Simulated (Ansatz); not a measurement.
## Breaking a bond in CH3N (methanimine)

CH3N: 5 atoms, total charge 0, spin state singlet. As SMILES, `C=N`. Geometry: relaxed at PBE0-D4/def2-TZVP.

| atom | x (Å) | y (Å) | z (Å) |
| --- | --- | --- | --- |
| C | -0.0372 | -0.3865 | 0.0380 |
| N | 0.6232 | 0.6543 | -0.2259 |
| H | -1.0902 | -0.4006 | 0.3427 |
| H | 0.4575 | -1.3569 | -0.0362 |
| H | 0.0467 | 1.4898 | -0.1186 |

The C1–H4 distance is scanned; the parts on either side stay rigid. Basis STO-3G, 2 core orbitals frozen in the correlated methods; program Ansatz 0.2.0. FCI is exact within this basis and core. Energies in eV from each method's value at 1.092 Å; methods without a U are spin-restricted. The shape above is that at 1.092 Å.

| distance (Å) | PBE0 | BHLYP | RPA@PBE | CCSD(T) | CCSDT(Q) | CCSDTQ | FCI |
| --- | --- | --- | --- | --- | --- | --- | --- |
| 1.092 | 0.00 | 0.00 | 0.00 | 0.00 | 0.00 | 0.00 | 0.00 |
| 1.365 | 0.92 | 1.02 | 0.76 | 0.80 | 0.80 | 0.80 | 0.80 |
| 1.638 | 2.63 | 2.87 | 2.31 | 2.33 | 2.32 | 2.32 | 2.32 |
| 2.184 | 5.68 | 6.24 | 4.88 | 4.45 | 4.45 | 4.45 | 4.45 |
| 2.729 | 7.51 | 8.34 | 6.04 | 4.95 | 5.06 | 5.07 | 5.07 |

Departure from the FCI curve at its largest: PBE0 +2.44 eV at 2.73 Å; BHLYP +3.27 eV at 2.73 Å; RPA@PBE +0.97 eV at 2.73 Å; CCSD(T) -0.12 eV at 2.73 Å; CCSDT(Q) -0.01 eV at 2.73 Å; CCSDTQ within 0.005 eV. Restricted functionals keep the electrons paired too, and rise too high.
